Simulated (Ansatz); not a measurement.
# TlInSe2 (I4/mcm, No. 140): smallest direct gap on the k points sampled by level of theory

No measured value is used here.

| level (code) | value (eV) |
|---|---|
| LDA (Ansatz) | … |
| PBEsol+SOC (Ansatz) | 0.31 |
| B3LYP (VWN-RPA form) (Ansatz) | 1.61 |
| HSE06+SOC (Ansatz) | 0.91 |
| PBE0 (Ansatz) | 1.73 |

Task: Complete the blanks.

Result: 
- LDA (Ansatz, a quantum-chemistry and plane-wave program), value (eV): 0.45

Computed values are for a static lattice. Levels without +SOC have no spin–orbit coupling; where heavier elements are present it shifts gaps, mostly down, and can invert bands.  Values are at the measured cell. Cutoffs and k meshes differ between the levels. Ansatz's density-functional and Hartree–Fock values are scalar-relativistic unless marked +SOC, with PAW data made under PBE.
